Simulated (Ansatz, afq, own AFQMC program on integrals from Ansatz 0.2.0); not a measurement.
**Ga$_{2}$SiH, doublet in cc-pVDZ, levels against CCSDT(Q)**

```
atom   x (Å)    y (Å)    z (Å)
  Ga  0.0000  -0.4537   2.1899
  Si  0.0000  -0.2100   0.0000
  Ga  0.0000  -0.4537  -2.1900
   H  0.0000   1.1175   0.0000
```

Connectivity, by distances: Ga–SiH–Ga.

Basis cc-pVDZ. Only valence electrons are correlated. AFQMC by an in-house program on the Cholesky factors that Ansatz 0.2.0 writes for its CCSD(T) run. The CISD trial takes its coefficients from CCSD amplitudes. Released means that phaseless walkers are propagated on without the constraint, phases kept. ± is one standard error of the sampling. No spin–orbit coupling.

Determinant: UHF, the one that the program's search chose, which needn't be the lowest solution. The geometry is a point of a scan.

No full CI on the walks' own integrals is used here; CCSDT(Q) serves as the reference and is uncertain by about the last step of the cluster series.

Cautions: no relativity below Rb; no spin-orbit coupling; inner d shell frozen; an unrestricted solution with more broken spin lies lower (149 meV, ⟨S²⟩ 1.11); unrestricted determinant spin contaminated (⟨S²⟩ 0.88 against 0.75); the released energies are still falling, so no released level is given (meV from the phaseless value at times in 1/Eh: -3 ± 23 at 0.24, -15 ± 21 at 0.51, -33 ± 20 at 0.99, -40 ± 20 at 1.62, -55 ± 24 at 2.40), though the last usable value meets CCSDT(Q) within the noise.

* T1 diagnostic: 0.0357
* weight of the determinant in the CISD state: 0.798
* ⟨S²⟩ of the determinant: 0.877
* size of the correlated space: 11 electrons in 44 orbitals

Reference: CCSDT(Q), correlation energy -6.517 eV.

```json
{"level": "HF", "E − E(reference) (mEh)": "239.48", "share of correlation (%)": "0.00"}
{"level": "MP2", "E − E(reference) (mEh)": "53.02", "share of correlation (%)": "77.86"}
{"level": "CCSD", "E − E(reference) (mEh)": "16.58", "share of correlation (%)": "93.08"}
{"level": "CCSD(T)", "E − E(reference) (mEh)": "3.58", "share of correlation (%)": "98.50"}
{"level": "CCSDT", "E − E(reference) (mEh)": "1.55", "share of correlation (%)": "99.35"}
{"level": "ph-AFQMC/HF", "E − E(reference) (mEh)": "2.08 ± 2.09", "share of correlation (%)": "99.13"}
{"level": "ph-AFQMC/CISD", "E − E(reference) (mEh)": "2.72 ± 0.75", "share of correlation (%)": "98.86"}
```
